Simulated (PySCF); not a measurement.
**C5H5O: g tensor and hyperfine couplings**

Species: C5H5O (doublet state).
Numbering: `[H]/[C:1]=[CH:2]\[CH2:3][CH:4]=[C:5]=[O:6]` (hydrogens: H7 on C1; H8 on C2; H9, H10 on C3; H11 on C4)

Structure used (GFN2-xTB), in Å, numbered top down from 1:
```xyz
11
C5H5O angstrom
C     -2.2246    0.7983    0.0706
C     -1.0906    0.4174    0.5450
C     -0.1603   -0.6311   -0.0918
C      1.1396    0.0056   -0.4909
C      2.2021   -0.0286    0.2493
O      3.1616   -0.1039    0.9042
H     -2.8463    0.5978   -0.7711
H     -0.6903    0.8248    1.4652
H      0.0113   -1.4170    0.6452
H     -0.6456   -1.0590   -0.9684
H      1.1484    0.5984   -1.3902
```

The hyperfine couplings belong to this conformer and change with its torsions.

Level of theory: UKS B3LYP, pcH-1 on C H O, non-relativistic, mean-field spin-orbit, GIAO (PySCF). One conformer (not necessarily the lowest) at the GFN2-xTB geometry, without solvent, vibrations or thermal averaging. A GFN2-xTB geometry isn't a minimum of the functional, and hyperfine couplings can be far from their values at a DFT geometry. No stability test was run, so a lower SCF solution isn't excluded.

| Property | Result |
| --- | --- |
| g1, g2, g3 | 2.00182, 2.00220, 2.00271 |
| g_iso | 2.00224 |
| Form of g | rhombic: the two nearest values differ by 43 % of g3 − g1 |
| ⟨S²⟩ | 0.7588 (exact 0.7500) |
| HOMO–LUMO gap, α and β orbitals | 4.86, 4.29 eV |

Isotropic coupling and dipolar principal values T1 to T3, in MHz; ρ(0) is the spin density at the nucleus:

```tsv
atom	isotope	a_iso	T1	T2	T3	Mulliken spin population	ρ(0) (bohr⁻³)
C1	13C	313.3	-80.8	-59.5	140.3	1.03	0.2787
C2	13C	-19.8	-18.9	1.9	17.1	-0.17	-0.0176
C3	13C	96.2	-8.6	-7.8	16.4	0.08	0.0856
C4	13C	-6.5	-1.2	-0.1	1.4	0.00	-0.0058
C5	13C	2.1	-1.6	-0.5	2.1	0.01	0.0018
O6	17O	-0.6	-3.4	1.2	2.2	0.01	0.0010
H7	1H	36.1	-32.2	-6.7	38.9	0.00	0.0081
H8	1H	108.6	-6.2	-5.4	11.5	0.05	0.0243
H9	1H	-3.9	-4.0	-1.9	5.9	0.00	-0.0009
H10	1H	-6.1	-6.2	-1.3	7.6	0.00	-0.0014
H11	1H	1.1	-1.5	-1.2	2.7	0.00	0.0003
```

The Mulliken spin populations are largest on C1 (+1.03), C2 (-0.17) and C3 (+0.08). No atom but C1 exceeds +0.15. The positive populations add up to 1.17 and the negative ones to -0.17, together 2S = 1.

Axes: g1 points within 8° of the C1–H7 bond and g2 points within 4° of the C2–C3 bond.

Under fast tumbling the dipolar parts average out, and these isotropic splittings remain: 1 × 1H (H8, I = 1/2, 2 lines) with 3.88 mT, 1 × 1H (H7, I = 1/2, 2 lines) with 1.29 mT, 2 × 1H (H9/H10, I = 1/2, 3 lines) with 0.18 mT and 1 × 1H (H11, I = 1/2, 2 lines) with 0.04 mT.

Means are taken over nuclei equivalent by connectivity, which assumes that they swap fast.

The 13C coupling of C1 (313.3 MHz) shows only in satellite lines or after enrichment, since that isotope makes up about 1.07 % of natural carbon.

Examples of negative spin density at the nucleus (bohr⁻³): C2 (-0.0176) and C4 (-0.0058).
